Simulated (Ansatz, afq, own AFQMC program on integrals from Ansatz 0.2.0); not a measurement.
**BS⁺, triplet → BS⁺, quintet**

```csv
atom,x (Å),y (Å),z (Å)
B,0.0000,0.0000,0.0000
S,0.0000,0.0000,1.7033
```

E(quintet, charge +1) − E(triplet, charge +1) at this geometry, on UHF and UHF determinants.

Basis cc-pVDZ. Only valence electrons are correlated. AFQMC by an in-house program on the Cholesky factors that Ansatz 0.2.0 writes for its CCSD(T) run. ph-AFQMC/CISD is guided by a CISD state made of CCSD amplitudes; releasing the constraint for a short imaginary time cuts its bias at the price of noise, slowly where states lie close. Free projection: walkers drawn from exp(T), propagated without any constraint. Its projection time is finite, and what remains of the start isn't in its error. Uncertainties: one standard error, sampling alone. The errors of all members are added in quadrature.

No full CI on the walks' own integrals is used here; CCSDT(Q) serves as the reference and is uncertain by about the last step of the cluster series. Each member takes its own surest rung, up to full CI.

Errors are counted within cc-pVDZ, not against nature.

Cautions: BS⁺ (triplet): lower spins were not checked, its ph-AFQMC/CISD value lies 23 ± 9 meV above CCSDT(Q); BS⁺ (quintet): another spin lies lower, its ph-AFQMC/CISD value lies 15 ± 5 meV above CCSDT(Q); core correlation is missing, and it shifts such a gap most where an s electron is promoted.

```
level  vertical spin gap (eV)
 CCSD                   3.909
   HF                   2.945
```

From these cheaper values, estimate the vertical spin gap at the reference level in cc-pVDZ.

4.053 eV (CCSDT(Q) in cc-pVDZ).

| level | vertical spin gap (eV) | error against CCSDT(Q) (eV) |
| --- | --- | --- |
| MP2 | 3.927 | -0.126 |
| CCSD(T) | 4.024 | -0.029 |
| CCSDT | 4.044 | -0.009 |
| ph-AFQMC/HF | 4.061 ± 0.052 | 0.008 ± 0.052 |
| ph-AFQMC/CISD | 4.045 ± 0.011 | -0.008 ± 0.011 |
| released AFQMC | 4.068 ± 0.019 | 0.014 ± 0.019 |
| free AFQMC | 4.050 ± 0.018 | -0.003 ± 0.018 |

Correlation beyond CCSD(T) adds 0.029 eV. The perturbative (T) step is worth +0.115 eV.

Free projections are given only where their last times agree within the noise and don't stop above the reference; a slow remainder of the start can still hide under it. A walk keeps the symmetry of its determinant, which the program's search chose and which needn't be the lowest solution, so a lower state of the same spin and another symmetry isn't excluded. Released energies are given only where the last usable release times agree within the noise; a slower fall can still hide under it.
